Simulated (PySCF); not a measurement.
# Li: ionisation energy

Li [He] 2s1 (2S) → Li⁺ 1s2 (1S), as a difference of total energies. Calculation: PySCF 2.14, in aug-cc-pCVDZ; no relativity, point nucleus. Correlated levels: valence and next inner shell: nothing frozen. The calculations carry no spin-orbit coupling.

| method | ionisation energy (eV) |
| --- | --- |
| UHF | 5.342 |
| SCS-MP2 (valence and next inner shell) | 5.354 |
| CCSD(T) (valence and next inner shell) | 5.357 |
| CCSDT (valence and next inner shell) | 5.357 |
| FCI (valence and next inner shell) | 5.357 |

Problem. Estimate what MP2 (valence and next inner shell) gives.

Solution. 5.356 eV, closest to CCSD(T) (valence and next inner shell) among the rows shown.

Problem. Estimate what CCSD (valence and next inner shell) gives.

Solution. 5.357 eV, closest to CCSD(T) (valence and next inner shell) among the rows shown.

Errors of the correlated levels include the incompleteness of this basis.

For comparison: 5.392 eV (measured; NIST Atomic Spectra Database, ionization energies).
